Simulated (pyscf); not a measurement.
Elementary routes open to PH₃ + BH [singlet] in the gas phase (singlet surface):
A. H₂B–PH₂ (H–P broken; B–P, B–H formed)
B. HB=PH + H₂ (H–P, H–P broken; B–P, H–H formed)

Structures and frequencies: ωB97X-D3(BJ)/def2-SVP in PySCF.

Task: Rank the routes by free-energy barrier at 600 K, lowest first, for ωB97M-D3(BJ)/def2-TZVP energies (ideal gas, 1 atm, RRHO with modes under 100 cm⁻¹ raised to 100, one conformer, R ln 2 for chiral ones without a mode under 150 cm⁻¹).

Result: A (11.6 kcal/mol), B (38.1 kcal/mol)

Route A is the fastest of these, ahead of the next by 26.4 kcal/mol. The most stable products are those of A (ΔG = -70.0 kcal/mol), so kinetics and thermodynamics agree. At 1200 K A is still the fastest. A: On the reactant side the descent ends in an adduct with a B–P contact, 20.3 kcal/mol under the separated species and 10.4 kcal/mol under the saddle at ωB97X-D3(BJ)/def2-TZVP. B: On the reactant side the descent ends in an adduct with a B–P contact, 20.3 kcal/mol under the separated species and 40.4 kcal/mol under the saddle at ωB97X-D3(BJ)/def2-TZVP. Only these routes are compared; each barrier is that of the saddle found, and lower ones may exist.
